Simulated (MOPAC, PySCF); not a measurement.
AlCl₃, SMILES `[Cl][Al]([Cl])[Cl]`, neutral singlet in the gas phase. 

Cartesian coordinates (Å):
SMILES: [Cl][Al]([Cl])[Cl]
```xyz
4

Cl     2.0520    -0.3110     0.0632
Al     0.0000     0.0000     0.0000
Cl    -0.7568     1.9335    -0.0236
Cl    -1.2953    -1.6225    -0.0395
```
Charge 0, multiplicity 1.

All levels are single points at this geometry (B3LYP-D3(BJ)/def2-TZVP); Pople sets use spherical d functions. Orbital energies aren't observables, and empty levels follow the basis.

```tsv
level	HOMO (eV)	LUMO (eV)	gap (eV)	dipole (D)	vertical IE, Delta-SCF (eV)
PBE-D3(BJ)/def2-TZVP in PySCF	-7.96	-2.17	5.78	0.00	10.85
ωB97X-D3(BJ)/def2-TZVP in PySCF	-11.87	0.70	12.58	0.00	12.07
B3LYP/6-31G* in PySCF	-9.06	-1.70	7.37	0.00	11.33
B3LYP/LANL2DZ in PySCF	-9.45	-2.28	7.18	0.00	–
BP86/6-31G* in PySCF	-8.06	-2.37	5.69	0.00	–
M06-2X/6-31G* in PySCF	-10.72	-0.82	9.89	0.00	–
PBE/6-31G* in PySCF	-7.96	-2.30	5.66	0.00	10.89
SVWN5/6-31G* in PySCF	-8.07	-2.54	5.53	0.00	11.05
HF/3-21G in PySCF	-13.18	0.93	14.12	0.00	–
HF/6-31G* in PySCF	-12.73	1.58	14.32	0.00	12.08
AM1 in MOPAC	-12.40	-1.62	10.77	0.00	–
PM3 in MOPAC	-11.32	-3.19	8.13	0.00	–
PM6 in MOPAC	-11.48	-0.43	11.04	0.00	–
```
